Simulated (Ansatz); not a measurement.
`C=NCC`. Charge 0, multiplicity 1.

Cartesian coordinates in Å:
```
C -1.381 0.204 -1.331
N -0.155 0.072 -1.088
C 0.227 -0.571 0.147
C 1.091 0.355 0.984
H -1.696 0.691 -2.253
H -2.170 -0.153 -0.653
H -0.650 -0.906 0.724
H 0.808 -1.462 -0.117
H 0.529 1.242 1.285
H 1.961 0.684 0.414
H 1.436 -0.154 1.886
```

List the harmonic frequencies (cm⁻¹, unscaled) at PBE0-D4/def2-TZVP in Ansatz. (Estimate.)

Ansatz gave: 114, 237, 369, 487, 731, 818, 881, 1065, 1070, 1116, 1150, 1237, 1294, 1369, 1401, 1477, 1481, 1487, 1504, 1762, 2971, 3000, 3055, 3063, 3132, 3140, 3148.

Is this a minimum?

Yes, all 27 modes are real.

Give the ideal-gas thermochemistry at 298.15 K and 1 bar (rigid rotor, harmonic oscillator; point group C1, symmetry number 1).

Zero-point energy 254.6 kJ/mol; H(298) − E = 270.2 kJ/mol; entropy 292.2 J/(mol·K), of which translation 159.3, rotation 100.2, vibration 32.7; G(298) − E = 183.1 kJ/mol.
